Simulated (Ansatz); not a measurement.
**Equilibrium lattice constant a of some III–V compounds**

Method: LDA (Ansatz, a first-principles code, PAW). References are measured values corrected to a static lattice or taken at low temperature (these still hold zero-point motion). The table is a random draw of 8 from 10 solids with such references.

Values in Å.

```csv
solid,reference,LDA,error (%)
zinc-blende AlP,5.451*,5.434,-0.31
zinc-blende GaAs,5.64*,5.603,-0.66
wurtzite AlN,3.111¶,3.089,-0.71
cubic BN,3.593*,3.581,-0.33
zinc-blende GaP,5.439*,5.391,-0.88
zinc-blende AlAs,5.649*,5.629,-0.35
zinc-blende BP,4.525*,4.490,-0.77
zinc-blende InSb,6.468*,6.450,-0.28
```

Over these 8 solids the mean error is -0.54 %, the mean absolute error 0.54 % (median 0.51 %), and the worst case zinc-blende GaP at -0.88 %; the value is below the reference in 8 of 8 cases. Over all 10, from unrounded values, the mean error is -0.52 % and the mean absolute error 0.52 % (median 0.44 %). Caveats on values not shown: the gap of the solid is closed in this run (1).

A star marks references brought to a static lattice; the others are low-temperature values that still hold zero-point motion, which matters most for light elements.

Spin–orbit coupling is left out, also for the solids with elements from indium on (zinc-blende InSb); its size isn't shown.

¶ marks references of a special kind: wurtzite AlN, 3.111 Å (measured, low temperature, extrapolated to low temperature; as tabulated in arXiv:1206.3780).

Differences are worked out from the printed values.

Caveats: the gap of the solid is closed in this run (zinc-blende InSb). Ansatz's density-functional and Hartree–Fock values are scalar-relativistic unless marked +SOC, with PAW data made under PBE.

Not in this set, of the III–V compounds with a reference value in our tables and a result at some level: 4 for a reference at room or unstated temperature; 1 for a high-temperature or high-pressure phase. These can be a level's best or worst cases. At least 3 more with a reference value are held back for tests. Solids without a released value at any level aren't counted. Layered and molecular crystals are counted apart.

References as tabulated in Mejia-Rodriguez and Trickey (2018), arXiv:1807.09216; arXiv:1206.3780; Goldzak et al. (2022), arXiv:2208.04865.
